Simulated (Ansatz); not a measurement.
Relaxation of CH5Si2 (8 atoms, charge -1, multiplicity 1), to a largest force component of 0.015 eV/Å in at most 40 steps.

Theory: RKS PBE0-D4/def2-SVP (Ansatz).

```xyz
8
Properties=species:S:1:pos:R:3
C -1.702 1.060 -1.605
Si -0.256 0.735 -0.699
Si 0.751 -0.626 0.834
H -2.545 0.357 -1.427
H 0.855 1.748 -1.002
H 0.068 -1.848 1.381
H 1.354 -0.083 2.098
H 1.953 -1.243 0.192
```

Task: Where does it end, and by what steps?

Result: It converged. Limits of this set-up: an anion without diffuse functions, the dipole of an ion depends on the origin. After 6 steps the energy has fallen by 0.182 eV; H4 moved furthest, 0.43 Å.

| step | energy less start (eV) | largest force component (eV/Å) | accepted |
| --- | --- | --- | --- |
| 0 | 0.0000 | 1.213 | yes |
| 1 | -0.0851 | 0.726 | yes |
| 2 | -0.1335 | 0.700 | yes |
| 3 | -0.1710 | 0.377 | yes |
| 4 | -0.1684 | 0.180 | no |
| 5 | -0.1816 | 0.076 | yes |
| 6 | -0.1822 | 0.006 | yes |

```xyz
8
Properties=species:S:1:pos:R:3
C -1.737 0.969 -1.497
Si -0.165 0.892 -0.782
Si 0.791 -0.623 0.755
H -2.356 0.121 -1.118
H 0.900 1.913 -1.105
H -0.204 -1.701 1.112
H 1.233 -0.077 2.101
H 2.019 -1.395 0.308
```

Whether the end is a true minimum wasn't checked by a vibrational analysis.

Time of the run: 18 s on 1 thread of Arm Neoverse V1 (shared host), peak memory 0.14 GiB.
